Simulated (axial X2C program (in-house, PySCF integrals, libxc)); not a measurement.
# LiH⁻: from the spin-free to the two-component result

Calculated with an in-house relativistic program for diatomic molecules. Spin-free means the one-electron spin-free X2C Hamiltonian; two-component (2c) means X2C with spin–orbit coupling and atomic mean-field two-electron Coulomb and Gaunt terms, so the difference of the two also holds small scalar two-electron terms. Basis: Li dyall-av3z [9s9p3d], H dyall-av3z [7s3p2d] (cores contracted in-house); Gaussian nuclei, density fitting, unrestricted open shells. Masses: Li 7.016 u, H 1.008 u.

Spin-free state: M_S = 1/2, Λ = 0 (beyond evenly filled blocks: σα); fragments Li + H- for PBE0, MP2, CCSD, CCSD(T), PBEsol; Li- + H for HF.

| level | Re (Å) | ωe (cm⁻¹) | De (eV) | μ (D) |
| --- | --- | --- | --- | --- |
| PBE0 | 1.670 | 1191.1 | 2.102 | 5.53 |
| HF | 1.679 | 1203.8 | n/a | 5.66 |
| MP2 | 1.676 | 1197.3 | 2.096 | n/a |
| CCSD | 1.684 | 1167.8 | 2.041 | n/a |
| CCSD(T) | 1.685 | 1165.5 | 2.047 | n/a |
| PBEsol | 1.679 | 1165.9 | 2.077 | 6.13 |

Correlated methods: 3 electrons correlated (number of frozen shells: Li 1 s; H none), 139 virtual spin orbitals or spinors in MP2, 45 natural virtuals in coupled cluster.

Dipoles are positive if H is the positive end and refer to the centre of mass.

Two-component determinant lowest at the distance of the search:

Ω = 1/2 (⟨Sz⟩ = 0.50, ⟨Lz⟩ = 0.00 at HF); fragments Li + H- for PBE0, MP2, CCSD, CCSD(T), PBEsol; Li- + H for HF.

```tsv
level	Re (Å)	ωe (cm⁻¹)	De (eV)	μ (D)
PBE0	1.671	1191.0	2.102	5.53
HF	1.679	1203.8	n/a	5.66
MP2	1.676	1197.3	2.096	n/a
CCSD	1.684	1167.8	2.041	n/a
CCSD(T)	1.685	1165.4	2.047	n/a
PBEsol	1.679	1165.9	2.077	6.13
```

Problem. From the two tables, how do the constants change at the CCSD(T) level (2c against spin-free)?

Solution. At the CCSD(T) level Re is unchanged within 0.001 Å and ωe stays the same within 0.2 cm⁻¹; De changes by 0.000 eV.

The state is a single determinant with fixed occupations, the lowest that a limited PBE0 search found. Dissociation energies refer to the lowest single-determinant-based atoms at the same level and basis. De is not given where an atomic determinant may have missed its ground term or J level, or where the truncated virtual space spoils (T). Density functionals use the spin component along the axis (collinear). CCSD and (T) use frozen natural virtuals with an MP2 correction for the truncation; (T) itself is uncorrected, so its De runs slightly low. Other states lie close and PBE0, whose exact exchange favours high spin, may order them wrongly; the determinant shown need not be the ground state. The nearest other spin-free determinant of the search, M_S = 1/2, Λ = 1, lies 0.50 eV up at the distance of the search. The highest occupied level of some functionals is positive through self-interaction error; at Hartree–Fock it is bound.
